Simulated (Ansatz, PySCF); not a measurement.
Gas-phase reaction (SMILES): N#N + H+ -> N#[NH+]; protonation at N, whose ΔH is minus the proton affinity.

Each molecule is optimised on its own at B3LYP-D3(BJ)/def2-TZVP (Ansatz, a program for electronic structure). Cores are frozen in the correlated levels unless marked. Spin-orbit coupling is left out. Non-relativistic. CBS(X,Y): correlation extrapolated as X^-3; Hartree-Fock from the larger set (for Q and 5 zeta extrapolated as (X+1)exp(-9√X)). Thermal terms are rigid-rotor harmonic-oscillator values from B3LYP-D3(BJ) frequencies (PySCF) at 298.15 K and 1 atm. 1 Eh = 627.5095 kcal/mol. The proton has no electrons: its energy is zero and its thermal terms are those of translation.

```json
[
 {"species": "N#N", "E, CCSD(T)/CBS(cc-pVQZ,cc-pV5Z) (Ansatz) (Eh)": "-109.42284", "E, wB97X-V/def2-TZVPD (Ansatz) (Eh)": "-109.54049", "H - E (Eh)": "0.00889", "G - E (Eh)": "-0.01284"},
 {"species": "H+", "E, CCSD(T)/CBS(cc-pVQZ,cc-pV5Z) (Ansatz) (Eh)": "0.00000", "E, wB97X-V/def2-TZVPD (Ansatz) (Eh)": "0.00000", "H - E (Eh)": "0.00236", "G - E (Eh)": "-0.01000"},
 {"species": "N#[NH+]", "E, CCSD(T)/CBS(cc-pVQZ,cc-pV5Z) (Ansatz) (Eh)": "-109.61835", "E, wB97X-V/def2-TZVPD (Ansatz) (Eh)": "-109.73591", "H - E (Eh)": "0.01992", "G - E (Eh)": "-0.00302"}
]
```

Work out ΔE and ΔH, ΔG, ΔS and the equilibrium constant at 298.15 K at the first level, then ΔH at the second.


1. ΔE = [(-109.61835)] - [(-109.42284) + (0.00000)] = -0.19551 Eh = -122.7 kcal/mol at CCSD(T)/CBS(cc-pVQZ,cc-pV5Z).
2. The terms H - E add up to 0.00867 Eh, so ΔH = (-0.19551 + (0.00867))×627.5095 = -117.2 kcal/mol.
3. The terms G - E add up to 0.01982 Eh, so ΔG = -110.2 kcal/mol, and ΔS = (0.00867 - (0.01982))×627509.5/298.15 = -23.5 cal/(mol K).
4. log10 K = -ΔG/(RT ln 10) = 80.8, with RT ln 10 = 1.3642 kcal/mol.
5. At wB97X-V/def2-TZVPD the same steps give ΔE = -122.6 and ΔH = -117.2 kcal/mol, a shift of +0.0 from the first level.
6. These values are not checked against measurement here, since the tables used lack a sound gas-phase enthalpy of formation for at least one species, or one in the same ion convention.
